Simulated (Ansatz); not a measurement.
## SiH$_{3}$, doublet: stretch scan

Starting geometry (PBE0/def2-TZVP stationary point for this spin, not checked as a minimum):

```tsv
atom	x (Å)	y (Å)	z (Å)
Si	0.0001	-0.0001	-0.0437
H	1.4153	0.0146	0.4091
H	-0.7211	1.2200	0.4030
H	-0.6968	-1.2329	0.4066
```

From there H4 moves along the line of the two atoms named below, all else staying in place; atoms are numbered as listed. Energies are in kJ/mol, counted from the starting geometry at the same level. Kohn–Sham curves are unrestricted where that lies lower.

Basis cc-pVDZ; Ansatz 0.2.0. Correlated methods freeze the noble-gas cores.

Unrestricted Kohn–Sham rows aren't spin-pure: their determinants' ⟨S²⟩ exceeds S(S+1) by up to 0.53, so they mix in states of higher spin.

In so small a basis the reference is far from its limit while semilocal and hybrid functionals are nearer theirs (RPA and double hybrids share much of the reference's basis error), so the functionals' errors here hold much of the reference's basis and frozen-core error, which can add to them or hide them.

Full CI is exact within this basis and frozen core; it isn't the basis-set limit.

```json
{"distance Si1-H4 (Å)": "1.170", "full CI": "147.7", "PBE": "154.0", "BLYP": "149.6", "r2SCAN": "148.7", "PBE0": "150.4", "B3LYP": "146.6", "wB97M-V": "144.5", "B2PLYP": "145.5", "RPA-PBE": "149.2"}
{"distance Si1-H4 (Å)": "1.352", "full CI": "21.1", "PBE": "24.4", "BLYP": "23.3", "r2SCAN": "21.8", "PBE0": "22.4", "B3LYP": "21.5", "wB97M-V": "20.4", "B2PLYP": "20.6", "RPA-PBE": "21.9"}
{"distance Si1-H4 (Å)": "1.486", "full CI": "0.0", "PBE": "0.0", "BLYP": "0.0", "r2SCAN": "0.0", "PBE0": "0.0", "B3LYP": "0.0", "wB97M-V": "0.0", "B2PLYP": "0.0", "RPA-PBE": "0.0"}
{"distance Si1-H4 (Å)": "1.629", "full CI": "13.0", "PBE": "9.2", "BLYP": "9.5", "r2SCAN": "12.1", "PBE0": "11.9", "B3LYP": "11.9", "wB97M-V": "13.3", "B2PLYP": "13.4", "RPA-PBE": "11.9"}
{"distance Si1-H4 (Å)": "1.778", "full CI": "46.9", "PBE": "39.3", "BLYP": "39.2", "r2SCAN": "45.2", "PBE0": "45.2", "B3LYP": "44.5", "wB97M-V": "47.7", "B2PLYP": "48.0", "RPA-PBE": "44.8"}
{"distance Si1-H4 (Å)": "2.020", "full CI": "117.6", "PBE": "105.7", "BLYP": "103.8", "r2SCAN": "116.3", "PBE0": "117.4", "B3LYP": "114.3", "wB97M-V": "120.9", "B2PLYP": "121.3", "RPA-PBE": "114.5"}
{"distance Si1-H4 (Å)": "2.395", "full CI": "219.2", "PBE": "208.9", "BLYP": "201.8", "r2SCAN": "225.2", "PBE0": "229.2", "B3LYP": "219.9", "wB97M-V": "233.7", "B2PLYP": "234.8", "RPA-PBE": "218.1"}
{"distance Si1-H4 (Å)": "2.803", "full CI": "289.5", "PBE": "287.3", "BLYP": "273.4", "r2SCAN": "293.2", "PBE0": "299.9", "B3LYP": "289.4", "wB97M-V": "301.8", "B2PLYP": "299.2", "RPA-PBE": "296.3"}
{"distance Si1-H4 (Å)": "3.294", "full CI": "315.9", "PBE": "321.2", "BLYP": "309.2", "r2SCAN": "326.9", "PBE0": "326.3", "B3LYP": "319.7", "wB97M-V": "321.0", "B2PLYP": "322.3", "RPA-PBE": "318.3"}
{"distance Si1-H4 (Å)": "4.029", "full CI": "317.7", "PBE": "330.5", "BLYP": "322.3", "r2SCAN": "342.3", "PBE0": "333.8", "B3LYP": "330.1", "wB97M-V": "323.1", "B2PLYP": "329.5", "RPA-PBE": "316.9"}
{"distance Si1-H4 (Å)": "5.142", "full CI": "317.7", "PBE": "332.1", "BLYP": "324.4", "r2SCAN": "345.7", "PBE0": "335.1", "B3LYP": "332.0", "wB97M-V": "323.1", "B2PLYP": "330.9", "RPA-PBE": "316.3"}
```
